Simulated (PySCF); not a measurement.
## TDDFT beside published excitation energies

Published values to compare with (the computed states carry no symmetry labels, so the two lists aren't matched line by line):

```tsv
state	E (eV)	f	kind of transition	source
3B1(n→π*)	3.85		band maximum or as reported	[1]
3B1(n→π*)	4.09		vertical absorption	[2]
1B1(n→π*, first)	4.18		band maximum or as reported	[1]
3A2(n→π*)	4.18		band maximum or as reported	[1]
3A1(π→π*)	4.42		band maximum or as reported	[1]
1B1(n→π*)	4.44	0.005	vertical absorption	[2]
1B1(n→π*)	4.51		vertical absorption	[3]
3A2(n→π*)	4.66		vertical absorption	[2]
1A2(n→π*, first)	4.69		band maximum or as reported	[1]
1A2(n→π*)	4.85		vertical absorption	[2]
3B2(π→π*)	4.93		band maximum or as reported	[1]
1A2(n→π*)	4.93		vertical absorption	[3]
3B2(π→π*)	4.96		vertical absorption	[2]
1B2(π→π*)	5.18		band maximum or as reported	[1]
1B2(π→π*)	5.37		vertical absorption	[3]
1B2(π→π*)	5.38	0.028	vertical absorption	[2]
1A2(n→π*, second)	5.67		band maximum or as reported	[1]
1A2(n→π*)	5.92		vertical absorption	[2]
1B1(n→π*, second)	6.02		band maximum or as reported	[1]
1B1(n→π*)	6.26	0.005	vertical absorption	[2]
1A1(π→π*)	6.69		band maximum or as reported	[1]
1B2(n→3s)	6.70	0.005	vertical absorption	[2]
1A1(π→π*)	6.88	0.036	vertical absorption	[2]
1A1(π→π*)	7.06		vertical absorption	[3]
1A1(π→π*)	7.74		vertical absorption	[3]
1B2(π→π*)	8.01		vertical absorption	[3]
```

[1] measured, gas; Loos, Lipparini, Boggio-Pasqua, Scemama, Jacquemin (2019), arXiv:1912.04173, literature columns
[2] computed, theoretical best estimate (aug-cc-pVTZ, frozen core, CC3 geometry), gas; Veril, Scemama, Caffarel, Lipparini, Boggio-Pasqua, Jacquemin, Loos, WIREs Comput. Mol. Sci. 2021, 11, e1517 (QUESTDB)
[3] computed, CC3/TZVP, gas; arXiv:2401.06101 (2024), CC3 reference column of Thiel's set

Pyrimidine, C4H4N2.
Structure used (GFN2-xTB), in Å, numbered top down from 1:
```xyz
10
C4H4N2 angstrom
C     -1.130    0.131    0.086
C     -0.270    1.216   -0.011
N      1.041    1.067   -0.115
C      1.497   -0.172   -0.121
N      0.777   -1.275   -0.032
C     -0.533   -1.122    0.071
H     -2.197    0.254    0.169
H     -0.633    2.237   -0.006
H      2.569   -0.296   -0.207
H     -1.114   -2.034    0.144
```

Computed, not measured: PySCF 2.14.0, density-fitted response routines, TDDFT CAM-B3LYP/def2-SVPD, vertical, gas phase, core orbitals frozen in the response.

Computed singlets: 4.55 eV (f 0.005); 4.88 eV (f 0.000); 5.95 eV (f 0.044); 5.95 eV (f 0.000); 6.22 eV (f 0.006); 6.82 eV (f 0.049); 7.42 eV (f 0.000); 7.80 eV (f 0.446). Computed triplets (Tamm–Dancoff): 4.02, 4.56, 4.56 eV.

Q: How does the lowest computed singlet compare with the best estimate listed for the lowest singlet (vertical absorption)?

A: 4.55 eV against 4.44 eV for 1B1(n→π*) [2]: a difference of +0.11 eV. Geometry and basis of the two calculations needn't be the same.

Q: How does the lowest computed triplet compare with the best estimate listed for the lowest triplet (vertical absorption)?

A: 4.02 eV against 4.09 eV for 3B1(n→π*) [2]: a difference of -0.07 eV. Geometry and basis of the two calculations needn't be the same.

A measured band maximum holds vibronic effects and, in solution, solvent shifts, so it needn't equal the vertical energy.

Time: 28 s wall. Hardware: an Arm Neoverse V1 with one thread, no GPU (shared host).
